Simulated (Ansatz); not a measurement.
# Structure relaxation of Bi3H

All numbers below come from DFT PBE, scalar-relativistic, plane waves, PAW (Ansatz 0.2.0).

Bi3H was placed on the Cu3Au (L1_2) structure type (Pm-3m, No. 221), with H in place of Au, Bi in place of Cu, at a guessed volume.

Input of the last, converged step (default PAW datasets):

```yaml
crystal:
  lattice:
    - [4.7464613201, 0.0, 0.0]
    - [0.0, 4.7464613201, 0.0]
    - [0.0, 0.0, 4.7464613201]
  atoms:
    - { symbol: Bi, position: [0.0, 0.5, 0.5] }
    - { symbol: Bi, position: [0.5, 0.0, 0.5] }
    - { symbol: Bi, position: [0.5, 0.5, 0.0] }
    - { symbol: H, position: [0.0, 0.0, 0.0] }
basis:
  ecutwfc: 420
kpoints:
  mp_grid: { grid: [10, 10, 10] }
hamiltonian:
  xc: pbe
scf:
  occupations: { method: gaussian, width: 0.1 }
output:
  forces: true
  stress: true
  eigenvalues: true
relax:
  adjacent_minimum: "off"
  f_tol: 0.01
  max_steps: 80
  cell: { stress_tol: 0.05 }
```

Launched as:

```bash
ansatz run input.yaml --threads 1 --pin off --max-ram 2560MiB --backend cpu --events-out ev --progress --plain --runs-dir out
```

The run took 20 s on 1 thread of Arm Neoverse V1 (shared host), peak memory 0.42 GiB.

End of the output:

```
SCF converged after 4 iterations
Free energy (F): -37203.231599 eV
Harris-Foulkes:  -37203.231599 eV  (|F-HF|=8.00e-11)
Internal energy: -37203.217320 eV  (E = F + TS)
E sigma→0 (E₀):  -37203.224459 eV
Entropy (-TS):   -0.014278 eV (-3.570 meV/atom)
Fermi energy:    9.647755 eV
--- Per-component energies (eV) ---
  E_band       = -329.976173
  E_kinetic    = 916.508402
  E_local      = -4709.378290  (includes V_loc(G=0)·N_el)
  E_nonlocal   = 1680.990535
  E_hartree    = 1541.240989
  E_xc         = -461.601971
  E_vxc        = -442.607463  (∫ρ·V_xc dr)
  E_paw        = -31989.167005  (= ΣΔE_a)
  E_vpaw       = -857.969090  (= ΣTr[D̂ρ^β])
  E_aug_tail   = -0.002206  (compensation charges beyond the density's cutoff)
  E_ewald      = -4181.807775
  E_smearing   = -0.014278  (= −TS)
  E_closure    = 0.000000  (closes the sum)
  Σ components = -37203.231599   (vs F -37203.231599, Δ=0.00e0)
--- Forces (eV/Å), atoms counted from 1 ---
  atom   1  Bi     0.00000000     0.00000000     0.00000000
  atom   2  Bi     0.00000000     0.00000000     0.00000000
  atom   3  Bi     0.00000000     0.00000000     0.00000000
  atom   4  H      0.00000000     0.00000000     0.00000000
  max |Σ_I F_I| component: 1.71e-28 eV/Å
--- Stress (GPa, compression-positive) ---
        0.001179       0.000000       0.000000
        0.000000       0.001179       0.000000
        0.000000       0.000000       0.001179
  P = ⅓ Tr σ = 0.0012 GPa (0.012 kbar)
--- Relaxed structure (1 steps of the walk, 1 accepted, 1 SCFs on fresh bases) ---
  F+E_penalty+E_count = -37203.23159863 eV   max|allowed force component| = 9.454e-29 eV/Å   (the final SCF, on the basis selected at the relaxed cell)
  cell:  # Å, volume = 106.9325 Å³
    - [4.746461, 0.0, 0.0]
    - [0.0, 4.746461, 0.0]
    - [0.0, 0.0, 4.746461]
  atoms:
    - { symbol: Bi, position: [0.0, 0.5, 0.5] }
    - { symbol: Bi, position: [0.5, 0.0, 0.5] }
    - { symbol: Bi, position: [0.5, 0.5, 0.0] }
    - { symbol: H, position: [0.0, 0.0, 0.0] }
```

Total energies depend on the potentials used, so only differences within one code and one set of settings carry meaning.

The result has space group Pm-3m (No. 221). Bi is coordinated by 4 H at 3.36 Å and 8 Bi at 3.36 Å; around H lie 12 Bi at 3.36 Å.

Against the elements it lies at 0.57 eV/atom. The zero of energy is the elements' standard structures at the same level (H₂ as a molecule); no fitted shifts are applied.

The k mesh leaves about 4 meV/atom of noise in metals. Spin–orbit coupling is left out.

A structure relaxed within its symmetry needn't be a true minimum.